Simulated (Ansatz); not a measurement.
## H3MgNS, SMILES [NH2][Mg][SH]: an active-space calculation, step by step

Program: Ansatz's Python interface.

At the Python prompt:
```pycon
>>> import ansatz
>>> BASIS = "cc-pVDZ"
>>> geometry_ang = [
...     ("N", (-1.3888, 0.25, -1.0606)),
...     ("Mg", (-0.1119, 0.04, 0.5093)),
...     ("S", (1.4147, -0.2507, 2.348)),
...     ("H", (-0.9551, 1.0406, -1.6957)),
...     ("H", (-1.4252, -0.6034, -1.6346)),
...     ("H", (2.5083, -0.5405, 1.4874)),
... ]
>>> molecule = ansatz.Crystal.molecule()
>>> for symbol, xyz in geometry_ang:
...     molecule = molecule.atom(symbol, xyz)
...
>>> job = molecule.calculation()
>>> job = job.basis(gaussian=BASIS).correlation(active_electrons=6, active_orbitals=6)
>>> for method in ["sc_nevpt2"]:
...     report = (job if method is None else job.correlation(method)).run().report
...     space = report["configurations"]
...     state = space["states"][0]
...     print(method or "casscf", f"total {report['free_energy_ev'] / 27.211386246:.6f} Ha, active-space state {state['energy']['hartree']:.6f} Ha, mean field {report['reference_energy_ev'] / 27.211386246:.6f} Ha")
...     print("  determinants", state["n_determinants"], " natural occupations", [round(n, 3) for n in space["natural_occupations"]])
...
RunWarning: the results are in doubt because another end's mean lies 1.005 eV lower, and its corrected mean 0.215 eV higher
sc_nevpt2 total -653.733714 Ha, active-space state -653.427862 Ha, mean field -653.383668 Ha
  determinants 400  natural occupations [1.986, 1.978, 1.97, 0.031, 0.018, 0.016]
>>> print("effectively unpaired electrons, sum of min(n, 2 - n):", round(sum(min(n, 2 - n) for n in space["natural_occupations"]), 3))
effectively unpaired electrons, sum of min(n, 2 - n): 0.131
```

What to keep in mind:
- Total energies depend on the basis set; only differences at equal settings carry meaning.
- Warnings are shown shortened and without file and line.
- The geometry is a force-field or estimated start, not a minimum of this method, and the basis set is short of its limit. The active space starts as a window about the frontier orbitals and is then optimised, not chosen by chemistry.
- A lower CASSCF solution was found and passed over, so the printed active-space state isn't the lowest.
- Hardware and time: 13 s on 1 thread of Arm Neoverse V1 (shared host), peak memory 0.18 GiB.

(Lines on the test bed's own set-up are left out of the output.)
